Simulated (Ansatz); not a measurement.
**SiH2F2 (SMILES F[SiH2]F): the energy to break a bond**

SiH2F2: 5 atoms, total charge 0, spin state singlet. SMILES: `F[SiH2]F`. The shape was relaxed beforehand at wB97X-V/def2-SVP.

```tsv
atom	x (Å)	y (Å)	z (Å)
F	-1.0957	0.5465	0.9959
Si	-0.0059	-0.0006	-0.0608
F	1.2670	-0.5287	0.7788
H	-0.5925	-1.1411	-0.7964
H	0.4271	1.1238	-0.9176
```

Wanted: the dissociation energy of the H5–Si2 bond into doublet H and doublet SiHF2 (shapes relaxed at wB97X-V/def2-SVP, no zero-point term). 1 Eh = 2625.50 kJ/mol = 27.2114 eV. Totals in Eh; open shells run unrestricted unless said.

```
             level  program       SiH2F2  doublet H  doublet SiHF2
 r2SCAN/def2-TZVPP   Ansatz  -490.498915  -0.499927    -489.845816
PBE0-D4/def2-TZVPP   Ansatz  -490.292195  -0.501036    -489.638237
wB97M-V/def2-TZVPP   Ansatz  -490.536314  -0.494111    -489.880380
```

Q: Work out the dissociation energy at each level.

A: 
1. r2SCAN/def2-TZVPP: (-0.499927) + (-489.845816) − (-490.498915) = 0.153172 Eh = 402.2 kJ/mol = 4.17 eV.
2. PBE0-D4/def2-TZVPP: (-0.501036) + (-489.638237) − (-490.292195) = 0.152922 Eh = 401.5 kJ/mol = 4.16 eV.
3. wB97M-V/def2-TZVPP: (-0.494111) + (-489.880380) − (-490.536314) = 0.161823 Eh = 424.9 kJ/mol = 4.40 eV.

The levels span 401 to 425 kJ/mol; no measured value is set beside them. A bond enthalpy at 298 K also holds the loss of zero-point energy and thermal terms.
